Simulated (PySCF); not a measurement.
**SiHF: structure of the triplet**

Aim: relax SiHF as a triplet from a linear start, check by its vibrations whether the end is a minimum, and collect its spectrum and constants.

Method: PBE0, basis Si def2-TZVP, H def2-TZVP, F def2-TZVP, no relativity, density fitting; program: PySCF 2.14.0.

## (1) The system as given

3 atoms, charge 0, spin multiplicity 3.

Bond lengths: Si1–H2 1.480 Å, Si1–F3 1.800 Å. Angles: H2–Si1–F3 180.0°.

```xyz
3
charge 0 multiplicity 3
Si    0.0000    0.0000    0.0000
H     0.0000    0.0000   -1.4800
F     0.0000    0.0000    1.8000
```

## (2) First SCF at the start

The steps below are one call of a driver around PySCF. For each, scf.py gives the equivalent set-up of the SCF; relaxations use the driver's own optimiser. After this first run the driver tries any further starts and a stability analysis.

File scf.py:

```python
from pyscf import gto, scf, dft
mol = gto.M(atom='''
Si     0.000000     0.000000     0.000000
H      0.000000     0.000000    -1.480000
F      0.000000     0.000000     1.800000''',
    basis={'Si': 'def2-TZVP', 'H': 'def2-TZVP', 'F': 'def2-TZVP'},
    charge=0, spin=2)
mf = dft.UKS(mol, xc='PBE0')
mf.grids.atom_grid = (50, 194)
aux = {'Si': 'def2-universal-JKFIT', 'H': 'def2-universal-JKFIT', 'F': 'def2-universal-JKFIT'}
mf = mf.density_fit(auxbasis=aux)
mf.conv_tol = 1e-08
mf.diis_space = 10
mf.max_cycle = 60
mf.init_guess = 'minao'
mf.verbose = 4
mf.kernel()
```

Run with:

```console
OMP_NUM_THREADS=2 python axn.py task.json out
```

Further steps of the session: Relaxing the triplet from the linear start; Hessian and properties; Leaving the saddle point; Frequencies.

Q: Predict the outcome of this session. Wanted: minimum; geometry; wavenumbers; dipole moment; highest occupied, lowest empty level; polar-tensor charge of Si1; zero-point energy; atomisation energy; ⟨S²⟩.

**Answer**, as computed:

| quantity | value |
| --- | --- |
| minimum | triplet, Cs |
| geometry | Si–F 1.606 Å, Si–H 1.493 Å; F–Si–H 114.0° |
| wavenumbers (cm⁻¹) | 667 (a'), 877 (a'), 2132 (a') |
| dipole moment | 1.19 D |
| highest occupied, lowest empty level (either spin) | -5.40, -3.75 eV |
| polar-tensor charge of Si1 | +0.59 e |
| zero-point energy | 22.0 kJ/mol |
| entropy at 298.15 K | 247.9 J/(mol K) |
| atomisation energy (no zero-point energy) | 746 kJ/mol |
| ⟨S²⟩ | 2.003 |

The linear start (C∞v) ends in a minimum of Cs symmetry, after a stop at a saddle point 127.4 kJ/mol higher, from which it was pushed off along an imaginary mode. The strongest infrared band lies at 877 cm⁻¹ (a', stretch). Most of the spin sits on Si1 (Mulliken spin 1.75, against 2 for the whole molecule). Other starts or spin states, not run here, may lie lower.
